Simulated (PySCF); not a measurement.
# How the numerical set-up moves the result for BC⁺ (triplet)

Which parts of the numerical set-up matter for BC⁺ (triplet)? Each run edits the base script.

The runs use PySCF 2.14.0; method and basis as typed in the scripts.

5 further runs of the same task are left out: 5 that didn't finish.

### Step 1. The starting structure

BC⁺ (triplet): 2 atoms, charge 1, spin multiplicity 3.

Bond lengths: B1–C2 1.625 Å.

### Step 2. The run that the others are compared with

input.py

```python
from pyscf import gto, scf, mcscf, mrpt

mol = gto.M(
    atom='B 0 0 0; C 0 0 1.625',
    basis='cc-pcvdz',
    charge=1,
    spin=2,
    symmetry=True,
    verbose=4,
)
mf = scf.ROHF(mol)
mf.kernel()
mc = mcscf.CASSCF(mf, 4, 4)
mc.kernel()
mc.analyze()
mrpt.NEVPT(mc).kernel()
mf.dip_moment()
print('orbital energies (hartree):', mf.mo_energy[..., max(0, mol.nelec[1]-3):mol.nelec[0]+3].round(4))
```

Launch:

```sh
$ python input.py
```

Its log is not repeated here.

In short: E(SCF) = -61.909729 Eh, 11 cycles, E(CAS) − E(SCF) = -0.08081 Eh, NEVPT2 = -0.15166 Eh.

The bond length is a typed value, not an optimised one. The dipole of an ion depends on the origin. The triplet is typed in the script; nothing here shows that it is the ground state.

### Step 3. Cc-pvtz-dk (X2C on)

Run 1 changes basis set: cc-pcvdz → cc-pvtz-dk; spin-free X2C: off → on.

input.py

```python
from pyscf import gto, scf, mcscf, mrpt

mol = gto.M(
    atom='B 0 0 0; C 0 0 1.625',
    basis='cc-pvtz-dk',
    charge=1,
    spin=2,
    symmetry=True,
    verbose=4,
)
mf = scf.ROHF(mol)
mf = mf.sfx2c1e()
mf.kernel()
mc = mcscf.CASSCF(mf, 4, 4)
mc.kernel()
mc.analyze()
mrpt.NEVPT(mc).kernel()
mf.dip_moment()
print('orbital energies (hartree):', mf.mo_energy[..., max(0, mol.nelec[1]-3):mol.nelec[0]+3].round(4))
```

Launch:

```sh
$ python input.py
```

### Step 4. 6-31g(3d)

Run 2 changes basis set: cc-pcvdz → 6-31g(3d).

input.py, as its differences from that of step 2:

```diff
@@ -4,3 +4,3 @@
     atom='B 0 0 0; C 0 0 1.625',
-    basis='cc-pcvdz',
+    basis='6-31g(3d)',
     charge=1,
```

Q: Predict the outcome of this session. Wanted: for each run, E(SCF); from base; after the SCF.

As calculated:

```csv
run,E(SCF) (hartree),from base (eV),cycles,functions,after the SCF
base,-61.909729,0,11,36,"NEVPT2 correlation -6.326 eV (from the SCF energy, the CASSCF gain included)"
cc-pvtz-dk (X2C on),-61.939852,not comparable,11,60,"NEVPT2 correlation -5.515 eV (from the SCF energy, the CASSCF gain included)"
6-31g(3d) (poor choice),-61.907353,not comparable,11,48,"NEVPT2 correlation -4.775 eV (from the SCF energy, the CASSCF gain included)"
```

Rows marked «poor choice» come from settings spoiled on purpose.
